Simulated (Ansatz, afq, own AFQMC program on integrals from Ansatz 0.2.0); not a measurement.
Two steps: Ansatz 0.2.0 writes the Fock matrix and Cholesky factors of the valence space, and afq projects on them the lowest state that overlaps trial and start.

```yaml
crystal:
  periodic: [false, false, false]
  atoms:
    - {symbol: Cu, position_ang: [-0.600639, 0.004634, 0.003688]}
    - {symbol: C, position_ang: [2.468212, -0.019044, -0.015155]}
    - {symbol: H, position_ang: [2.810770, -1.055188, -0.012165]}
    - {symbol: H, position_ang: [2.828212, 0.499382, 0.875117]}
    - {symbol: H, position_ang: [2.817154, 0.490561, -0.914873]}
basis:
  gaussian: {orbitals: def2-SVP}
magnetization: {spin_polarized: false}
correlation: {method: ccsd_t, electrons: outside_noble_gas, hamiltonian_folder: ham}
```

```sh
$ ansatz run in.yaml --threads 1 --pin off --events-out ev --progress --plain --max-ram 16896MiB --backend cuda --devices 0, --max-vram 18GiB
```

Options of the walk:

```
--method phaseless --trial cisd --walkers 4000 --populations 20 --least-time 60 --time-step 0.005 --steps-per-block 50 --equilibration-blocks 40 --max-blocks 4000 --target-error 0.00051 --factor-cut 1e-05 --seed 2365 --release-times 0.24,0.51,0.99,1.5 --release-step 0.03 --release-every 4 --taylor-order 6
```

Times are imaginary, in 1/Eh. The walk had a cap of 178 s. With eight or more populations the least sampling time is a fifth of least-time, and the error comes from their spread.

Output of the walk:

```
orbitals 50  electrons 9 9  factors 415 of 655
reference energy -1678.17995159 Eh
CCSD correlation -0.44987129 Eh in 16 cycles, weight of the determinant in the CISD state 0.7996
energy of the start -1678.629826 Eh
 block  time / (1/Eh)  mean weight  energy / Eh
     1     0.250  0.9999  -1678.625896
     2     0.500  0.9996  -1678.632208
     3     0.750  0.9999  -1678.636565
     4     1.000  0.9998  -1678.639864
     5     1.250  0.9995  -1678.642075
     8     2.000  1.0001  -1678.643416
    13     3.250  1.0003  -1678.645734
    22     5.500  1.0007  -1678.649504
    31     7.750  1.0002  -1678.649633
    40    10.000  0.9996  -1678.649076
    49    12.250  1.0004  -1678.648488
    58    14.500  0.9995  -1678.646238
    67    16.750  0.9998  -1678.650280
    76    19.000  0.9997  -1678.649695
    85    21.250  1.0002  -1678.645965
    94    23.500  0.9990  -1678.645151
   103    25.750  0.9995  -1678.651941
   112    28.000  1.0004  -1678.644111
   121    30.250  1.0005  -1678.646318
   124    31.000  0.9996  -1678.641504
   130    32.500  1.0002  -1678.644587
error from the spread of 20 populations
released: time / (1/Eh)  energy / Eh  error  mean overlap
  0.24  -1678.647893  0.000450  0.9991
  0.51  -1678.647885  0.000486  0.9981
  0.99  -1678.649540  0.000695  0.9905
  1.50  -1678.649653  0.000860  0.9891
energy -1678.647117 +/- 0.000387 Eh
(rows thinned)
```

The run passed its tests (sampling time, drift between the halves within three errors, error under three times the target), which doesn't prove that it has relaxed. The second half of the sampling lies above the first by 2.4 errors of their difference, so the energy may still be moving and its error bar be too small.

Against this walk (error 10.5 meV) on the same determinant: CCSD(T) 120.4 meV lower, CCSDT(Q) 102.8 meV lower. The error is statistical and leaves out the bias of the constraint. The released energies move by 1.5 errors or more from one time to the next (meV from the phaseless value at times in 1/Eh: -21 ± 12 at 0.24, -21 ± 13 at 0.51, -66 ± 19 at 0.99, -69 ± 23 at 1.50), so they give no level; they do show a bias of the constraint, and the last of them that isn't too noisy lies 37 meV above CCSDT(Q). CCSDT(Q) is the surest value here, so the walk's 103 meV above it is most likely the bias of the constraint with this trial, which can have either sign.

Cautions: constraint bias not in the error; no relativity below Rb; outer-core shells of the metal frozen; higher spins were not checked; restricted determinant unstable towards unrestricted (UHF 1.05 eV lower, ⟨S²⟩ 0.88); strong correlation (T1 0.031, weight of the determinant 0.80, largest double 0.26).

The walk took 70 s on 1 × NVIDIA H100 80GB HBM3 with 2 threads of AMD EPYC 7R13 Processor (Zen 3) (shared host) (the card was shared). The log's last line is the phaseless energy.

CCSDT and higher add their correlation energy to the determinant of the CCSD(T) run, since their own runs factorise the integrals more tightly (a shift of under 2 meV). A walk keeps the symmetry of its determinant, which the program's search chose and which needn't be the lowest solution, so a lower state of the same spin and another symmetry isn't excluded.
